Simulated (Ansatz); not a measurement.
A made-up structure of CH₄BSi, doublet:

B1  (-0.630, -0.296, 1.095)
C2  (-0.553, -0.827, -0.175)
Si3  (0.595, 0.544, -0.499)
H4  (-0.912, -1.600, -0.838)
H5  (0.194, 1.746, -1.270)
H6  (1.790, -0.217, -0.588)
H7  (2.067, 0.362, -0.518)
(Å)

It is relaxed with PBE-D4/def2-SVP and then PBE0-D4/def2-TZVP (Ansatz 0.2.0). Atoms count as bonded within 1.22 times the sum of their covalent radii (H–H: 0.88 Å). The end point is not checked to be a true minimum.

Problem. Does its bonding change? (Judge from chemistry; the calculation decides.)

Solution. The calculation gives: Yes. Formed: none; broken: Si3–H6, Si3–H7.

Where it ends: The first stage lowers the energy by 3.02 eV in 20 steps. It ends as a complex of CH₂BSi ([B]1[CH][SiH]1) + H₂:
```
7
angstrom
B -0.7161 -0.4136 1.2129
C -0.9606 -0.8276 -0.1536
Si -0.1683 0.7536 -0.2083
H -1.3777 -1.6270 -0.7507
H 0.1231 1.4517 -1.4941
H 2.8856 0.3063 -1.0495
H 2.7665 0.0685 -0.3506
```

Labels in which every atom is bracketed show which atoms are joined, not bond orders.

For scale, one of the runs: PBE0-D4/def2-TZVP relaxation, 123 basis functions, launched by `ansatz run in.yaml --threads 2 --pin off --events-out ev --progress --plain --max-ram 4352MiB`. Hardware: 2 CPU threads of an Intel Xeon Platinum 8175M, shared host. Wall time about 110 s.
